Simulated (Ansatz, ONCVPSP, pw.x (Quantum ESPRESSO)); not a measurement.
# pw.x on bcc Ti: one setting changed

Potential: optimised norm-conserving Vanderbilt (ONCV), ONCVPSP 4.0.1.1 (patched build), LDA (Perdew-Wang 92); core [Ne] 3s2, reference 3p6 3d2 4s2; waves: 4s: rc 3.05 bohr, ncon 4, nbas 8, qcut 2.1 1/bohr, 3 projectors, debl 1.7 Ha; 3p: rc 1.50 bohr, ncon 4, nbas 8, qcut 8.3 1/bohr, 1 projector; 3d: rc 2.50 bohr, ncon 3, nbas 7, qcut 7.2 1/bohr, 2 projectors, debl 3.6 Ha; local part: polynomial inside 1.40 bohr (lpopt 5, dvloc0 3.5 Ha); core correction: Teter function, fcfact 4, rcfact 1.45.

The reference run (k-mesh 15³, cutoffs 60/240 Ry, Fermi–Dirac 0.01 Ry, mixing_beta 0.4, conv_thr 1e-9, no spin) gives 1.04 GPa at 15.920 Å³/atom, where all-electron LAPW gives 0.34 GPa. This run, with its own iteration cap, changes k-mesh shift to 1.

```
&control
  calculation='scf', prefix='x', pseudo_dir='./', outdir='./tmp', tstress=.true., disk_io='none'
/
&system
  ibrav=0, nat=1, ntyp=1, ecutwfc=60, ecutrho=240, nbnd=12,
  occupations='smearing', smearing='fd', degauss=0.01
/
&electrons
  conv_thr=1e-09, mixing_beta=0.4, electron_maxstep=60
/
ATOMIC_SPECIES
Ti 1.0 Ti.UPF
CELL_PARAMETERS angstrom
  -1.58475096 1.58475096 1.58475096
  1.58475096 -1.58475096 1.58475096
  1.58475096 1.58475096 -1.58475096
ATOMIC_POSITIONS crystal
Ti 0.0000 0.0000 0.0000
K_POINTS automatic
15 15 15 1 1 1
```

```bash
pw.x < Ti.scf.in > Ti.scf.out
```

Task: How does the run end?

Result: It converges in 7 iterations; the free energy moves by +0.1 meV/atom and the pressure by -0.02 GPa. The result is that of the reference run.

```
Message from routine setup:
     using ibrav=0 with symmetry is DISCOURAGED, use correct ibrav instead
     lattice parameter (alat)  =       5.1871  a.u.
     unit-cell volume          =     107.4335 (a.u.)^3
     number of electrons       =        10.00
     number of Kohn-Sham states=           12
     kinetic-energy cutoff     =      60.0000  Ry
     charge density cutoff     =     240.0000  Ry
     scf convergence threshold =      1.0E-09
     Exchange-correlation= SLA  PW   NOGX NOGC
     number of k points=   120  Fermi-Dirac smearing, width (Ry)=  0.0100
     iteration #  1     ecut=    60.00 Ry     beta= 0.40
     total energy              =     -78.70988749 Ry
     estimated scf accuracy    <       0.01715632 Ry
     iteration #  2     ecut=    60.00 Ry     beta= 0.40
     total energy              =     -78.71147541 Ry
     estimated scf accuracy    <       0.00091431 Ry
     iteration #  3     ecut=    60.00 Ry     beta= 0.40
     total energy              =     -78.71163808 Ry
     estimated scf accuracy    <       0.00004516 Ry
     iteration #  4     ecut=    60.00 Ry     beta= 0.40
     total energy              =     -78.71164199 Ry
     estimated scf accuracy    <       0.00000574 Ry
     iteration #  5     ecut=    60.00 Ry     beta= 0.40
     total energy              =     -78.71164208 Ry
     estimated scf accuracy    <       0.00000073 Ry
     iteration #  6     ecut=    60.00 Ry     beta= 0.40
     total energy              =     -78.71164222 Ry
     estimated scf accuracy    <          2.1E-09 Ry
     iteration #  7     ecut=    60.00 Ry     beta= 0.40
     the Fermi energy is    13.2047 ev
!    total energy              =     -78.71164222 Ry
     estimated scf accuracy    <          6.7E-11 Ry
     smearing contrib. (-TS)   =      -0.00915644 Ry
     The total energy is F=E-TS. E is the sum of the following terms:
     one-electron contribution =     -15.18679330 Ry
     hartree contribution      =      12.52961929 Ry
     xc contribution           =     -15.28499499 Ry
     ewald contribution        =     -60.76031678 Ry
     convergence has been achieved in   7 iterations
          total   stress  (Ry/bohr**3)                   (kbar)     P=       10.16
     Message from routine punch:
     Nothing written, as per user request (disk_io='none')
```

The run took about 8.7 s on one core of a shared host (Neoverse-V2, 96 threads, 742 GiB, load 44).
